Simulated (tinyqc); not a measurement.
Inside a calculation (part 2 of 2). Method: ROHF in the sto-3g basis, for H2O, spin multiplicity 3. Computed by tinyqc, a small Python program that keeps every step (integrals from PySCF). Command: `OMP_NUM_THREADS=1 python tinyqc.py 24371 24372 out.jsonl` (the two numbers bound the seeds that draw the settings). One thread of a shared host (Intel(R) Xeon(R) Processor @ 2.60GHz), about 0.06 s of CPU time with the checks.

Geometry (angstrom):
```
atom       x        y       z
O     0.0000   0.0000  0.0000
H     0.0000   0.8020  0.7730
H     0.0000  -0.8020  0.7730
```

## Iteration 2: Roothaan effective Fock matrix

F(alpha) (hartree):
```
           1O 1s    1O 2s   1O 2px   1O 2py   1O 2pz    2H 1s    3H 1s
1O 1s   -20.4359  -5.2217   0.0000   0.0000  -0.0084  -0.8350  -0.8350
1O 2s    -5.2217  -2.6434   0.0000   0.0000  -0.1021  -0.8033  -0.8033
1O 2px    0.0000   0.0000  -0.6328   0.0000   0.0000   0.0000   0.0000
1O 2py    0.0000   0.0000   0.0000  -0.4282   0.0000  -0.3397   0.3397
1O 2pz   -0.0084  -0.1021   0.0000   0.0000  -0.6282  -0.2937  -0.2937
2H 1s    -0.8350  -0.8033   0.0000  -0.3397  -0.2937  -0.4782  -0.3489
3H 1s    -0.8350  -0.8033   0.0000   0.3397  -0.2937  -0.3489  -0.4782
```

F(beta) (hartree):
```
           1O 1s    1O 2s  1O 2px   1O 2py   1O 2pz    2H 1s    3H 1s
1O 1s   -20.3870  -5.1661  0.0000   0.0000  -0.0091  -0.8249  -0.8249
1O 2s    -5.1661  -2.3743  0.0000   0.0000  -0.0119  -0.7523  -0.7523
1O 2px    0.0000   0.0000  0.2797   0.0000   0.0000   0.0000   0.0000
1O 2py    0.0000   0.0000  0.0000  -0.3554   0.0000  -0.3221   0.3221
1O 2pz   -0.0091  -0.0119  0.0000   0.0000  -0.2854  -0.3278  -0.3278
2H 1s    -0.8249  -0.7523  0.0000  -0.3221  -0.3278  -0.3001  -0.2793
3H 1s    -0.8249  -0.7523  0.0000   0.3221  -0.3278  -0.2793  -0.3001
```

D(alpha) after iteration 1:
```
          1O 1s    1O 2s  1O 2px   1O 2py   1O 2pz    2H 1s    3H 1s
1O 1s    1.0668  -0.3036  0.0000   0.0000  -0.0314   0.0676   0.0676
1O 2s   -0.3036   1.4323  0.0000   0.0000   0.2218  -0.4767  -0.4767
1O 2px   0.0000   0.0000  1.0000   0.0000   0.0000   0.0000   0.0000
1O 2py   0.0000   0.0000  0.0000   0.5272   0.0000   0.2687  -0.2687
1O 2pz  -0.0314   0.2218  0.0000   0.0000   1.1320  -0.2835  -0.2835
2H 1s    0.0676  -0.4767  0.0000   0.2687  -0.2835   0.7461   0.4723
3H 1s    0.0676  -0.4767  0.0000  -0.2687  -0.2835   0.4723   0.7461
```

D(beta) after iteration 1:
```
          1O 1s    1O 2s  1O 2px   1O 2py   1O 2pz    2H 1s    3H 1s
1O 1s    1.0574  -0.2456  0.0000   0.0000   0.0458   0.0010   0.0010
1O 2s   -0.2456   1.0762  0.0000   0.0000  -0.2527  -0.0682  -0.0682
1O 2px   0.0000   0.0000  0.0000   0.0000   0.0000   0.0000   0.0000
1O 2py   0.0000   0.0000  0.0000   0.5272   0.0000   0.2687  -0.2687
1O 2pz   0.0458  -0.2527  0.0000   0.0000   0.4995   0.2609   0.2609
2H 1s    0.0010  -0.0682  0.0000   0.2687   0.2609   0.2775   0.0037
3H 1s    0.0010  -0.0682  0.0000  -0.2687   0.2609   0.0037   0.2775
```

overlap S:
```
         1O 1s   1O 2s  1O 2px   1O 2py  1O 2pz   2H 1s    3H 1s
1O 1s   1.0000  0.2367  0.0000   0.0000  0.0000  0.0372   0.0372
1O 2s   0.2367  1.0000  0.0000   0.0000  0.0000  0.3781   0.3781
1O 2px  0.0000  0.0000  1.0000   0.0000  0.0000  0.0000   0.0000
1O 2py  0.0000  0.0000  0.0000   1.0000  0.0000  0.2414  -0.2414
1O 2pz  0.0000  0.0000  0.0000   0.0000  1.0000  0.2327   0.2327
2H 1s   0.0372  0.3781  0.0000   0.2414  0.2327  1.0000   0.2208
3H 1s   0.0372  0.3781  0.0000  -0.2414  0.2327  0.2208   1.0000
```

With projectors Pc = D(beta) S, Po = (D(alpha) - D(beta)) S, Pv = 1 - D(alpha) S, the block xy is Px^T F Py; with Fc = (F(alpha) + F(beta))/2, the blocks are Fc for cc, oo, vv and cv, F(beta) for co and F(alpha) for ov.

effective F (hartree):
```
           1O 1s    1O 2s   1O 2px   1O 2py   1O 2pz    2H 1s    3H 1s
1O 1s   -20.4116  -5.1938   0.0000   0.0000  -0.0046  -0.8342  -0.8342
1O 2s    -5.1938  -2.5020   0.0000   0.0000  -0.0256  -0.8013  -0.8013
1O 2px    0.0000   0.0000  -0.1766   0.0000   0.0000   0.0000   0.0000
1O 2py    0.0000   0.0000   0.0000  -0.3918   0.0000  -0.3309   0.3309
1O 2pz   -0.0046  -0.0256   0.0000   0.0000  -0.4193  -0.3043  -0.3043
2H 1s    -0.8342  -0.8013   0.0000  -0.3309  -0.3043  -0.4310  -0.3560
3H 1s    -0.8342  -0.8013   0.0000   0.3309  -0.3043  -0.3560  -0.4310
```

## Iteration 2: DIIS over 2 matrices

error matrix X^T (FDS - SDF) X:
```
         1       2        3       4        5        6       7
1   0.0000  0.0000  -0.0506  0.0000   0.0636   0.0000  0.0312
2   0.0000  0.0000   0.0000  0.0000   0.0000  -0.0102  0.0000
3   0.0506  0.0000   0.0000  0.0000   0.0245   0.0000  0.0043
4   0.0000  0.0000   0.0000  0.0000   0.0000   0.0000  0.0000
5  -0.0636  0.0000  -0.0245  0.0000   0.0000   0.0000  0.0096
6   0.0000  0.0102   0.0000  0.0000   0.0000   0.0000  0.0000
7  -0.0312  0.0000  -0.0043  0.0000  -0.0096   0.0000  0.0000
```

B (overlaps of the stored error matrices):
```
                1               2
1   1.2233372e+00  -6.9577054e-03
2  -6.9577054e-03   1.6805177e-02
```

Minimise |sum c_i e_i|^2 with sum c_i = 1: solve [B -1; -1 0][c; lambda] = [0; -1] with B_ij = tr e_i^T e_j, and take F = sum c_i F_i.

DIIS coefficients: 0.0189  0.9811

extrapolated F (hartree):
```
           1O 1s    1O 2s   1O 2px   1O 2py   1O 2pz    2H 1s    3H 1s
1O 1s   -20.3939  -5.1903   0.0000   0.0000  -0.0047  -0.8336  -0.8336
1O 2s    -5.1903  -2.4944   0.0000   0.0000  -0.0277  -0.7985  -0.7985
1O 2px    0.0000   0.0000  -0.1680   0.0000   0.0000   0.0000   0.0000
1O 2py    0.0000   0.0000   0.0000  -0.3867   0.0000  -0.3282   0.3282
1O 2pz   -0.0047  -0.0277   0.0000   0.0000  -0.4136  -0.3029  -0.3029
2H 1s    -0.8336  -0.7985   0.0000  -0.3282  -0.3029  -0.4274  -0.3548
3H 1s    -0.8336  -0.7985   0.0000   0.3282  -0.3029  -0.3548  -0.4274
```

## Iteration 2: diagonalisation and new density

X:
```
              1        2        3       4        5        6       7
1O 1s   -0.3472   0.0000   0.7281  0.0000   0.6239   0.0000  0.1640
1O 2s    1.0157   0.0000  -0.3222  0.0000   0.3436   0.0000  0.4228
1O 2px   0.0000   0.0000   0.0000  1.0000   0.0000   0.0000  0.0000
1O 2py   0.0000   0.8076   0.0000  0.0000   0.0000   0.7237  0.0000
1O 2pz   0.5341   0.0000   0.6664  0.0000  -0.5913   0.0000  0.2298
2H 1s   -0.6379  -0.7848  -0.1757  0.0000  -0.1438   0.3724  0.3882
3H 1s   -0.6379   0.7848  -0.1757  0.0000  -0.1438  -0.3724  0.3882
```

Diagonalise F' = X^T F X, C = X C', fill 6 alpha and 4 beta electrons from the bottom; D(s) = C_occ C_occ^T. Each column has its largest component positive (the first on a tie).

F' = X^T F X (hartree):
```
         1        2        3        4         5        6        7
1  -0.4105   0.0000   2.1599   0.0000    1.8555   0.0000   0.4750
2   0.0000   0.4904   0.0000   0.0000    0.0000  -0.0082   0.0000
3   2.1599   0.0000  -8.4728   0.0000   -8.7562   0.0000  -3.6202
4   0.0000   0.0000   0.0000  -0.1680    0.0000   0.0000   0.0000
5   1.8555   0.0000  -8.7562   0.0000  -10.2651   0.0000  -4.2838
6   0.0000  -0.0082   0.0000   0.0000    0.0000  -0.5764   0.0000
7   0.4750   0.0000  -3.6202   0.0000   -4.2838   0.0000  -2.8224
```

orbital energies (hartree): MO1 -20.4017, MO2 -1.2768, MO3 -0.5765, MO4 -0.5428, MO5 -0.1680, MO6 0.2505, MO7 0.4905

coefficients C:
```
            MO1      MO2      MO3      MO4     MO5      MO6      MO7
1O 1s    0.9946  -0.2440   0.0000   0.0743  0.0000  -0.1118   0.0000
1O 2s    0.0230   0.9141   0.0000  -0.3912  0.0000   0.6657   0.0000
1O 2px   0.0000   0.0000   0.0000   0.0000  1.0000   0.0000   0.0000
1O 2py   0.0000   0.0000   0.7298   0.0000  0.0000   0.0000   0.8021
1O 2pz   0.0020   0.0297   0.0000   0.7630  0.0000   0.7408   0.0000
2H 1s   -0.0039   0.1249   0.3663   0.3089  0.0000  -0.7058  -0.7876
3H 1s   -0.0039   0.1249  -0.3663   0.3089  0.0000  -0.7058   0.7876
```

D(alpha) after iteration 2:
```
          1O 1s    1O 2s  1O 2px   1O 2py   1O 2pz    2H 1s    3H 1s
1O 1s    1.0668  -0.3036  0.0000   0.0000  -0.0314   0.0676   0.0676
1O 2s   -0.3036   1.4323  0.0000   0.0000   0.2218  -0.4767  -0.4767
1O 2px   0.0000   0.0000  1.0000   0.0000   0.0000   0.0000   0.0000
1O 2py   0.0000   0.0000  0.0000   0.5327   0.0000   0.2674  -0.2674
1O 2pz  -0.0314   0.2218  0.0000   0.0000   1.1320  -0.2835  -0.2835
2H 1s    0.0676  -0.4767  0.0000   0.2674  -0.2835   0.7434   0.4750
3H 1s    0.0676  -0.4767  0.0000  -0.2674  -0.2835   0.4750   0.7434
```

D(beta) after iteration 2:
```
          1O 1s    1O 2s  1O 2px   1O 2py   1O 2pz    2H 1s    3H 1s
1O 1s    1.0543  -0.2292  0.0000   0.0000   0.0514  -0.0114  -0.0114
1O 2s   -0.2292   0.9891  0.0000   0.0000  -0.2713  -0.0068  -0.0068
1O 2px   0.0000   0.0000  0.0000   0.0000   0.0000   0.0000   0.0000
1O 2py   0.0000   0.0000  0.0000   0.5327   0.0000   0.2674  -0.2674
1O 2pz   0.0514  -0.2713  0.0000   0.0000   0.5831   0.2394   0.2394
2H 1s   -0.0114  -0.0068  0.0000   0.2674   0.2394   0.2452  -0.0232
3H 1s   -0.0114  -0.0068  0.0000  -0.2674   0.2394  -0.0232   0.2452
```

## Iteration 8 (converged): orbitals

converged F (hartree):
```
           1O 1s    1O 2s   1O 2px   1O 2py   1O 2pz    2H 1s    3H 1s
1O 1s   -20.3843  -5.1886   0.0000   0.0000  -0.0061  -0.8342  -0.8342
1O 2s    -5.1886  -2.4734   0.0000   0.0000  -0.0300  -0.8030  -0.8030
1O 2px    0.0000   0.0000  -0.1597   0.0000   0.0000   0.0000   0.0000
1O 2py    0.0000   0.0000   0.0000  -0.3713   0.0000  -0.3311   0.3311
1O 2pz   -0.0061  -0.0300   0.0000   0.0000  -0.4453  -0.3047  -0.3047
2H 1s    -0.8342  -0.8030   0.0000  -0.3311  -0.3047  -0.4318  -0.3518
3H 1s    -0.8342  -0.8030   0.0000   0.3311  -0.3047  -0.3518  -0.4318
```

As before.

F' = X^T F X (hartree):
```
         1       2        3        4         5        6        7
1  -0.3873  0.0000   2.1411   0.0000    1.8742   0.0000   0.4781
2   0.0000  0.4988   0.0000   0.0000    0.0000   0.0067   0.0000
3   2.1411  0.0000  -8.4807   0.0000   -8.7422   0.0000  -3.6263
4   0.0000  0.0000   0.0000  -0.1597    0.0000   0.0000   0.0000
5   1.8742  0.0000  -8.7422   0.0000  -10.2669   0.0000  -4.2744
6   0.0000  0.0067   0.0000   0.0000    0.0000  -0.5735   0.0000
7   0.4781  0.0000  -3.6263   0.0000   -4.2744   0.0000  -2.8246
```

orbital energies (hartree): MO1 -20.3921, MO2 -1.2620, MO3 -0.5735, MO4 -0.5574, MO5 -0.1597, MO6 0.2520, MO7 0.4989

coefficients C:
```
            MO1      MO2      MO3      MO4     MO5      MO6      MO7
1O 1s    0.9946  -0.2416   0.0000   0.0744  0.0000  -0.1167   0.0000
1O 2s    0.0230   0.9008   0.0000  -0.3840  0.0000   0.6877   0.0000
1O 2px   0.0000   0.0000   0.0000   0.0000  1.0000   0.0000   0.0000
1O 2py   0.0000   0.0000   0.7186   0.0000  0.0000   0.0000   0.8121
1O 2pz   0.0020   0.0351   0.0000   0.7864  0.0000   0.7158   0.0000
2H 1s   -0.0038   0.1370   0.3772   0.2834  0.0000  -0.7142  -0.7825
3H 1s   -0.0038   0.1370  -0.3772   0.2834  0.0000  -0.7142   0.7825
```

D(alpha) after iteration 8:
```
          1O 1s    1O 2s  1O 2px   1O 2py   1O 2pz    2H 1s    3H 1s
1O 1s    1.0668  -0.3036  0.0000   0.0000  -0.0314   0.0676   0.0676
1O 2s   -0.3036   1.4323  0.0000   0.0000   0.2218  -0.4767  -0.4767
1O 2px   0.0000   0.0000  1.0000   0.0000   0.0000   0.0000   0.0000
1O 2py   0.0000   0.0000  0.0000   0.5164   0.0000   0.2711  -0.2711
1O 2pz  -0.0314   0.2218  0.0000   0.0000   1.1320  -0.2835  -0.2835
2H 1s    0.0676  -0.4767  0.0000   0.2711  -0.2835   0.7515   0.4669
3H 1s    0.0676  -0.4767  0.0000  -0.2711  -0.2835   0.4669   0.7515
```

D(beta) after iteration 8:
```
          1O 1s    1O 2s  1O 2px   1O 2py   1O 2pz    2H 1s    3H 1s
1O 1s    1.0532  -0.2234  0.0000   0.0000   0.0521  -0.0158  -0.0158
1O 2s   -0.2234   0.9594  0.0000   0.0000  -0.2703   0.0145   0.0145
1O 2px   0.0000   0.0000  0.0000   0.0000   0.0000   0.0000   0.0000
1O 2py   0.0000   0.0000  0.0000   0.5164   0.0000   0.2711  -0.2711
1O 2pz   0.0521  -0.2703  0.0000   0.0000   0.6196   0.2277   0.2277
2H 1s   -0.0158   0.0145  0.0000   0.2711   0.2277   0.2414  -0.0432
3H 1s   -0.0158   0.0145  0.0000  -0.2711   0.2277  -0.0432   0.2414
```

## Convergence

Stop when the energy changes by less than 1e-08 hartree and every element of the error matrix X^T (F D S - S D F) X is below 3e-05.

Course of the cycle:
```
iteration  E (hartree)     change  largest element of the error matrix
1           -73.830484          -                             6.60e-01
2           -74.670794  -8.40e-01                             6.36e-02
3           -74.679759  -8.97e-03                             1.85e-02
4           -74.680626  -8.67e-04                             3.59e-03
5           -74.680667  -4.06e-05                             1.76e-03
6           -74.680673  -5.68e-06                             1.06e-04
7           -74.680673  -1.56e-08                             1.23e-05
8           -74.680673  -3.35e-10                             1.68e-06
```

PySCF ROHF in the same basis = -74.680673 hartree

Converged in 8 iterations.

## Populations, bond orders and dipole

Mulliken: Z minus the diagonal of D S on the atom; Loewdin: the same with S^(1/2) D S^(1/2); Mayer order: 2 sum_s sum (D(s) S)_ij (D(s) S)_ji over the two atoms.

Charges (e):
```
atom  Mulliken  Loewdin  Mulliken spin
1O      0.0630   0.1099         1.3577
2H     -0.0315  -0.0549         0.3212
3H     -0.0315  -0.0549         0.3212
```

Mayer bond orders:
```
pair   order
2-1   0.6863
3-1   0.6863
3-2   0.2095
```

dipole moment about the origin, x y z (debye): 0.0000  0.0000  -0.0262
